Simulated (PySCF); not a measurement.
Match the calculated data to a structure.

All candidates are C4H5NO.

- 13C NMR: chemical shifts (computed TMS as zero) by class: 166.0 (1 C), 144.6 (1 C), 100.0 (1 C), 13.0 (1 C) ppm [GIAO KT2/pcSseg-2]
- Polarisability: 55.0 au [CAM-B3LYP/def2-SVPD]
- NMR, other nuclei: isotropic shieldings of nuclei other than C and H, by class: -138 (1 N), -77 (1 O) ppm [GIAO KT2/pcSseg-2]
- Rotational structure: rotational constants A, B, C: 9.329, 3.597, 2.639 GHz [PBE0-D3(BJ)/def2-SVP]
- Triplet: lowest triplet excitation (Tamm–Dancoff): 4.25 eV [TDA CAM-B3LYP/def2-SVPD]
- Couplings: largest of the computed one-bond spin–spin couplings (means over like bonds): 13C–1H +195.2, 13C–1H +190.3, 13C–1H +136.3 (×3), 13C–13C +75.8, 13C–13C +57.8, 13C–13C +55.9, 17O–15N -44.6, 17O–13C +37.2 Hz [B3LYP/pcJ-1, spin–dipole term left out for some pairs]
- UV, first state: lowest singlet excitation: 6.45 eV (192 nm, f = 0.189) [TDDFT CAM-B3LYP/def2-SVPD]
- UV, strongest line: among the 10 lowest singlet transitions: S7 at 8.44 eV (147 nm, f = 0.329) [TDDFT CAM-B3LYP/def2-SVPD]
- Valence photoelectron: vertical ionisation energy: 9.67 eV [ΔSCF CAM-B3LYP/def2-SVPD]

Gas-phase values; electronic properties from PySCF, density fitting. Levels stand in brackets. Geometry: PBE0-D3(BJ)/def2-SVP; no solvent, vibrations or thermal averaging. NMR classes are plain means over equivalent atoms (diastereotopic ones count apart unless rotation or inversion swaps them), as if these changed places fast.

Question: Which candidate is it?
A. `C#CC(=O)NC`
B. `Cc1cocn1`
C. `Cc1ccno1`

Answer: C. It is `Cc1ccno1`. Numbering: `[CH3:1][c:2]1[cH:3][cH:4][n:5][o:6]1`. Its formula, C4H5NO, gives 3 degrees of unsaturation: 1 ring and 2 π bonds in the structure found (Kekulé form). 4 carbons fall into 4 classes; from least to most shielded: substituted aromatic carbon [C2] (166.0 ppm), aromatic CH next to a ring nitrogen [C4] (144.6 ppm), aromatic CH carbon [C3] (100.0 ppm), benzylic-type carbon [C1] (13.0 ppm). The other shieldings belong to: -138 ppm, pyridine-type nitrogen [N5]; -77 ppm, ring oxygen [O6]. The couplings run between: +195.2 Hz, aromatic CH next to a ring nitrogen [C4] and its hydrogen; +190.3 Hz, aromatic CH carbon [C3] and its hydrogen; +136.3 Hz, benzylic-type carbon [C1] and its hydrogen (with 2 like pairs); +75.8 Hz, substituted aromatic carbon [C2] and aromatic CH carbon [C3]; +57.8 Hz, benzylic-type carbon [C1] and substituted aromatic carbon [C2]; +55.9 Hz, aromatic CH carbon [C3] and aromatic CH next to a ring nitrogen [C4]; -44.6 Hz, ring oxygen [O6] and pyridine-type nitrogen [N5]; +37.2 Hz, ring oxygen [O6] and substituted aromatic carbon [C2]. The first electron is taken from the HOMO, whose largest Löwdin shares are 0.26 on the pyridine-type nitrogen, 0.25 on the substituted aromatic carbon, 0.25 on the aromatic CH carbon and 0.08 on the aromatic CH next to a ring nitrogen. The optimised geometry has point group Cs and is an asymmetric top.

The others, at the same levels:
- `Cc1cocn1` fails: its computed 13C shifts are 145.8 (1 C), 137.7 (1 C), 133.9 (1 C), 12.5 (1 C) ppm, lowest singlet excitation is 6.21 eV (200 nm, f = 0.124) (against 6.45 eV) and vertical ionisation energy is 9.25 eV (against 9.67 eV).
- `C#CC(=O)NC` fails: its computed lowest singlet excitation is 5.06 eV (245 nm, f = 0.000) (against 6.45 eV), vertical ionisation energy is 9.93 eV (against 9.67 eV) and lowest triplet excitation (Tamm–Dancoff) is 4.61 eV (against 4.25 eV).

Each candidate is one conformer, not necessarily the lowest. The conformers computed, where there is a choice (atom-mapped SMILES and torsion angles):
- `[CH:1]#[C:2][C:3](=[O:4])[NH:5][CH3:6]`: C2–C3–N5–C6 180°
